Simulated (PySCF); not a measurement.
Compound: C5H6S.
Z-matrix (Å and degrees, LC-wPBE/6-31G* geometry), rows numbered from 1:
```
C 
C   1  1.4993
C   2  1.4326  1  123.89
C   3  1.3570  2  112.98  1  -179.90
S   4  1.7103  3  111.69  2     0.08
C   2  1.3602  1  124.95  3  -179.88
H   1  1.0925  2  111.26  3  -178.48
H   1  1.0946  2  111.09  3    61.31
H   1  1.0945  2  111.11  3   -58.24
H   3  1.0849  2  123.53  1     0.14
H   4  1.0821  3  127.82  2  -179.96
H   6  1.0826  2  127.20  1    -0.16
```

Level of theory: LC-wPBE/6-31G* geometry optimisation, gas phase (PySCF 2.14.0).

Take the most abundant isotopes and a rigid rotor. 

Q: Give the principal moments of inertia and the rotational constants in MHz.

A: Ia = 71.90, Ib = 204.47, Ic = 273.24 u·Å²; 505379 MHz·u·Å²/I gives A = 7029, B = 2472, C = 1850 MHz.

Q: Classify the top.

A: An asymmetric top: κ = (2 × 2472 − 7029 − 1850)/(7029 − 1850) = -0.76.

Q: What does the inertial defect say?

A: Not planar: Δ = Ic − Ia − Ib = -3.14 u·Å². For a rigid frame Δ = −2 Σ m c², so Σ m c² = 1.57 u·Å² lies off the ab plane, practically all of it from hydrogen. The atom farthest from that plane is 0.90 Å away.

Q: Give the other two planar moments, Paa and Pbb, and the rms extents of the mass along the axes.

A: Paa = Σ m a² = (Ib + Ic − Ia)/2 = 202.91 and Pbb = Σ m b² = (Ia + Ic − Ib)/2 = 70.33 u·Å². With the mass M = 98.02 u, the rms extents √(P/M) along a, b and c are 1.44, 0.85, 0.13 Å.

Q: Give the coordinates in the principal-axis frame, origin at the centre of mass.

A: The sense of each axis is arbitrary; atoms in the order of the calculation.
```tsv
atom	mass (u)	a (Å)	b (Å)	c (Å)
C1	12.000	-2.539	-0.255	-0.001
C2	12.000	-1.055	-0.045	0.001
C3	12.000	-0.430	1.244	0.000
C4	12.000	0.925	1.177	0.000
S5	31.972	1.477	-0.442	-0.001
C6	12.000	-0.127	-1.040	0.002
H7	1.008	-2.789	-1.319	0.027
H8	1.008	-2.996	0.173	-0.898
H9	1.008	-3.006	0.223	0.866
H10	1.008	-0.983	2.178	0.000
H11	1.008	1.630	1.998	0.001
H12	1.008	-0.311	-2.107	0.003
```

Q: Where do the levels up to J = 5 lie, in MHz?

A: Above 0(0,0):
J = 1: 1(0,1) 4321, 1(1,1) 8879, 1(1,0) 9501
J = 2: 2(0,2) 12904, 2(1,2) 16899, 2(1,1) 18765, 2(2,1) 32437, 2(2,0) 32496
J = 3: 3(0,3) 25634, 3(1,3) 28894, 3(1,2) 32622, 3(2,2) 45401, 3(2,1) 45694, 3(3,1) 69778, 3(3,0) 69781
J = 4: 4(0,4) 42354, 4(1,4) 44826, 4(1,3) 51021, 4(2,3) 62639, 4(2,2) 63497, 4(3,2) 87172, 4(3,1) 87196, 4(4,1) 121152, 4(4,0) 121152
J = 5: 5(0,5) 62907, 5(1,5) 64652, 5(1,4) 73883, 5(2,4) 84113, 5(2,3) 86023, 5(3,3) 108947, 5(3,2) 109045, 5(4,2) 142890, 5(4,1) 142891, 5(5,1) 186583, 5(5,0) 186583
The levels of one J sum to (2J + 1)J(J + 1)(A + B + C)/3.

Q: Predict some low-J microwave lines.

A: The dipole components are |μa| = 0.95 D, |μb| = 0.34 D, |μc| = 0.00 D; the mirror of this Cs structure is the ab plane, so μc vanishes by symmetry and there are no c-type lines. The squared components, which scale the intensities, stand as 1.00 : 0.13 (a : b). Some lines, for components of 0.1 D or more:

```csv
type,branch,"J(Ka,Kc)",MHz,lower level (cm⁻¹)
a,Q,"1(1,0) ← 1(1,1)",622,0.296
a,Q,"3(1,2) ← 3(1,3)",3728,0.964
a,R,"1(0,1) ← 0(0,0)",4321,0.000
b,Q,"3(1,2) ← 3(0,3)",6989,0.855
a,R,"2(0,2) ← 1(0,1)",8583,0.144
b,R,"3(0,3) ← 2(1,2)",8735,0.564
a,R,"2(1,1) ← 1(1,0)",9264,0.317
a,R,"3(1,3) ← 2(1,2)",11995,0.564
b,R,"2(1,2) ← 1(0,1)",12578,0.144
a,R,"3(0,3) ← 2(0,2)",12729,0.430
a,R,"3(1,2) ← 2(1,1)",13858,0.626
b,Q,"2(2,1) ← 2(1,2)",15538,0.564
b,R,"3(1,3) ← 2(0,2)",15990,0.430
b,R,"2(2,1) ← 1(1,0)",22936,0.317
b,R,"2(2,0) ← 1(1,1)",23618,0.296
b,Q,"3(3,0) ← 3(2,1)",24087,1.524
b,R,"3(2,1) ← 2(1,2)",28795,0.564
b,R,"3(3,1) ← 2(2,0)",37281,1.084
b,R,"3(3,0) ← 2(2,1)",37344,1.082
```

Q: Estimate the classical rotational partition function at 100 K, 298.15 K and 500 K.

A: Point group Cs, symmetry number σ = 1; q = (√π/σ)·√((kT/h)³/(ABC)), k/h = 20836.6 MHz/K: 29700 at 100 K, 153000 at 298.15 K, 333000 at 500 K.

No LC-wPBE/6-31G* frequencies stand behind this structure, so it isn't proved a minimum. Zero-point vibration and centrifugal distortion are left out. A rigid rotor knows nothing of internal rotation, which can split or shift real lines.
